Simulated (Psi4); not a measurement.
**A workflow on SiNH2Cl (SMILES N[Si]Cl)**

Aim: a geometry optimisation (SVWN-RPA/def2-SVP), then vibrational wavenumbers of SiNH2Cl. 

Program for the calculation: Psi4 1.11.

### Step 1. Starting point

SiNH2Cl has 5 atoms, charge 0, and is taken as a singlet. As SMILES, `N[Si]Cl`. The shape is that of a PBE0-D4/def2-TZVP optimisation. This is one conformer, not always the lowest. The run starts from this shape.

Bond lengths: N1–Si2 1.701 Å, Si2–Cl3 2.104 Å, N1–H4 1.009 Å, N1–H5 1.010 Å. Angles: N1–Si2–Cl3 98.2°, Si2–N1–H4 121.0°, Si2–N1–H5 126.0°, H4–N1–H5 113.0°.

### Step 2. A geometry optimisation at SVWN-RPA/def2-SVP (density fitting) (run 1)

File clh2nsi.xyz:

```xyz
5
ClH2NSi
N     -0.148200     0.583400    -0.233900
Si    -0.116200    -0.341800     1.192600
Cl     0.649000    -2.124500     0.377300
H     -0.473300     1.538600    -0.227400
H      0.138600     0.270600    -1.150000
```

File run_ase.py:

```python
import numpy as np
from ase.calculators.psi4 import Psi4
from ase.io import read
from ase.optimize import LBFGS

a = read('clh2nsi.xyz')
calc = Psi4(atoms=a, method='svwn', basis='def2-SVP', memory='1600MB', num_threads=1, charge=0, multiplicity=1, label='psi4-calc')
a.calc = calc

opt = LBFGS(a)
done = opt.run(fmax=0.05, steps=60)
print('converged:', done)
for s, p in zip(a.symbols, a.positions):
    print(f'{s:2s} {p[0]:12.6f} {p[1]:12.6f} {p[2]:12.6f}')
```

Command:

```sh
$ python run_ase.py
```

psi4-calc.dat:

```text
[...]
  Running in c1 symmetry.
[...]
  Nuclear repulsion =  130.932645710565993
[...]
  Multiplicity = 1
[...]
  Nalpha       = 20
  Nbeta        = 20
[...]
    Number of basis functions: 60
[...]
   @DF-RKS iter   1:  -802.79516637644531    1.15645e-02   1.44704e-02 ADIIS/DIIS
[...]
   @DF-RKS iter  12:  -803.13305229297305   -3.97904e-12   8.35224e-09 DIIS
[...]
    Orbital Energies [Eh]
    ---------------------
    Doubly Occupied:
       1A   -100.269688     2A    -65.145418     3A    -13.894941
       4A     -9.133592     5A     -6.996602     6A     -6.991543
       7A     -6.989983     8A     -5.062032     9A     -3.508972
      10A     -3.507472    11A     -3.502362    12A     -0.796491
      13A     -0.744061    14A     -0.489545    15A     -0.482064
      16A     -0.372978    17A     -0.316089    18A     -0.296090
      19A     -0.273590    20A     -0.234770
[...]
  @DF-RKS Final Energy:  -803.13305229297305
   => Energetics <=
    Nuclear Repulsion Energy =            130.9326457105659927
    One-Electron Energy =               -1372.8816741822606673
    Two-Electron Energy =                 493.3001053453200484
    DFT Exchange-Correlation Energy =     -54.4841291665984713
    Empirical Dispersion Energy =           0.0000000000000000
    VV10 Nonlocal Energy =                  0.0000000000000000
    Total Energy =                       -803.1330522929730478
[...]
 Multipole Moments:
 ------------------------------------------------------------------------------------
     Multipole            Electronic (a.u.)      Nuclear  (a.u.)        Total (a.u.)
 ------------------------------------------------------------------------------------
 L = 1.  Multiply by 2.5417464519 to convert [e a0] to [Debye]
 Dipole X            :          0.9346102           -1.1209960           -0.1863858
 Dipole Y            :         -3.6417303            4.5544092            0.9126789
 Dipole Z            :          1.5187573           -2.1420022           -0.6232449
 Magnitude           :                                                    1.1207839
[...]
  -Total Gradient:
     Atom            X                  Y                   Z
    ------   -----------------  -----------------  -----------------
       1       -0.000018184867     0.000053805108     0.000010744467
       2        0.000100613616    -0.000250945031    -0.000082270216
       3       -0.000012170026    -0.000290148606     0.000560609165
       4        0.000007195910     0.000043182965    -0.000113668501
       5       -0.000131420883     0.000637867250    -0.000434588697
[...]
```

The script printed:

```text
Step     Time          Energy          fmax
LBFGS:    0 hh:mm:ss   -21854.348046        0.790874
LBFGS:    1 hh:mm:ss   -21854.360294        0.396899
LBFGS:    2 hh:mm:ss   -21854.363355        0.071606
LBFGS:    3 hh:mm:ss   -21854.363515        0.040261
converged: True
N     -0.147925     0.581613    -0.232250
Si    -0.117146    -0.347077     1.206462
Cl     0.649441    -2.124244     0.374626
H     -0.478300     1.552432    -0.225813
H      0.143984     0.263032    -1.164266
```

Wall time 6.6 s (1 thread of Intel Xeon 6975P-C (Granite Rapids), shared host); peak memory 0.31 GiB.

The path in brief:

```tsv
step	energy from the first frame kept (eV)	largest force (eV/Å)
0	0.0000	0.7909
1	-0.0122	0.3969
2	-0.0153	0.0716
3	-0.0155	0.0403
```

After the run. Bond lengths: N1–Si2 1.713 Å, Si2–Cl3 2.107 Å, N1–H4 1.026 Å, N1–H5 1.027 Å. Angles: N1–Si2–Cl3 97.6°, Si2–N1–H4 120.9°, Si2–N1–H5 126.1°, H4–N1–H5 113.0°.

### Step 3. The harmonic vibrations at SVWN-RPA/def2-SVP (density fitting) (run 2)

File clh2nsi.xyz:

```xyz
5
ClH2NSi
N     -0.147839     0.583607    -0.236108
Si    -0.117059    -0.345084     1.202604
Cl     0.649527    -2.122251     0.370768
H     -0.478214     1.554426    -0.229671
H      0.144070     0.265025    -1.168124
```

File run_ase.py:

```python
import numpy as np
from ase.calculators.psi4 import Psi4
from ase.io import read
from ase.vibrations import Vibrations

a = read('clh2nsi.xyz')
calc = Psi4(atoms=a, method='svwn', basis='def2-SVP', memory='1600MB', num_threads=1, charge=0, multiplicity=1, label='clh2nsi')
a.calc = calc

vib = Vibrations(a, delta=0.01)
vib.run()
vib.summary()
```

Command:

```sh
$ python run_ase.py
```

clh2nsi.dat:

```text
[...]
  Running in c1 symmetry.
[...]
  Nuclear repulsion =  130.983300867154696
[...]
  Multiplicity = 1
[...]
  Nalpha       = 20
  Nbeta        = 20
[...]
    Number of basis functions: 60
[...]
   @DF-RKS iter   1:  -802.79407095212673    1.52168e-02   1.44984e-02 DIIS/ADIIS
[...]
   @DF-RKS iter  12:  -803.13299453606101   -5.11591e-12   8.58264e-09 DIIS
[...]
    Orbital Energies [Eh]
    ---------------------
    Doubly Occupied:
       1A   -100.269768     2A    -65.145426     3A    -13.894333
       4A     -9.133673     5A     -6.996681     6A     -6.991625
       7A     -6.990064     8A     -5.062050     9A     -3.508995
      10A     -3.507490    11A     -3.502371    12A     -0.797583
      13A     -0.744232    14A     -0.489905    15A     -0.483543
      16A     -0.373023    17A     -0.316216    18A     -0.296224
      19A     -0.273785    20A     -0.234715
[...]
  @DF-RKS Final Energy:  -803.13299453606101
   => Energetics <=
    Nuclear Repulsion Energy =            130.9833008671546963
    One-Electron Energy =               -1372.9735263321090315
    Two-Electron Energy =                 493.3450119101202063
    DFT Exchange-Correlation Energy =     -54.4877809812268481
    Empirical Dispersion Energy =           0.0000000000000000
    VV10 Nonlocal Energy =                  0.0000000000000000
    Total Energy =                       -803.1329945360610054
[...]
 Multipole Moments:
 ------------------------------------------------------------------------------------
     Multipole            Electronic (a.u.)      Nuclear  (a.u.)        Total (a.u.)
 ------------------------------------------------------------------------------------
 L = 1.  Multiply by 2.5417464519 to convert [e a0] to [Debye]
 Dipole X            :          0.9351793           -1.1209958           -0.1858165
 Dipole Y            :         -3.6411798            4.5544095            0.9132297
 Dipole Z            :          1.5121984           -2.1327523           -0.6205539
 Magnitude           :                                                    1.1196443
[...]
  -Total Gradient:
     Atom            X                  Y                   Z
    ------   -----------------  -----------------  -----------------
       1        0.002083499524    -0.002215399098    -0.006912978922
       2        0.000187826053    -0.000289389968    -0.000306368827
       3       -0.000031707619    -0.000304716369     0.000604309146
       4       -0.000047242052     0.000157848187    -0.000049867147
       5       -0.002246737105     0.002844749411     0.006606056767
[...]
```

On the terminal:

```text
---------------------
  #    meV     cm^-1
---------------------
  0    1.5i     12.2i
  1    0.2i      1.4i
  2    0.1i      0.9i
  3    0.1i      0.7i
  4    1.6      12.8
  5    3.1      25.2
  6   30.0     241.7
  7   60.9     491.4
  8   63.5     512.2
  9   67.5     544.5
 10   87.6     706.5
 11  106.3     857.4
 12  177.5    1431.4
 13  428.2    3453.9
 14  443.3    3575.7
---------------------
Zero-point energy: 0.735 eV
```

Wall time 43 s (1 thread of Intel Xeon 6975P-C (Granite Rapids), shared host); peak memory 0.69 GiB.

### Step 4. Summary of results

| quantity | value |
| --- | --- |
| run 1, SVWN-RPA/def2-SVP: total energy at the end | -803.13305 Eh |
| run 1, SVWN-RPA/def2-SVP: dipole moment | 2.85 D |
| run 1, SVWN-RPA/def2-SVP: HOMO energy | -6.39 eV |
| run 1, SVWN-RPA/def2-SVP: LUMO energy | -2.71 eV |
| run 1, SVWN-RPA/def2-SVP: HOMO–LUMO gap | 3.68 eV |

In words: The optimisation (run 1, SVWN-RPA/def2-SVP) took 3 steps and changed the energy by -0.015 eV.
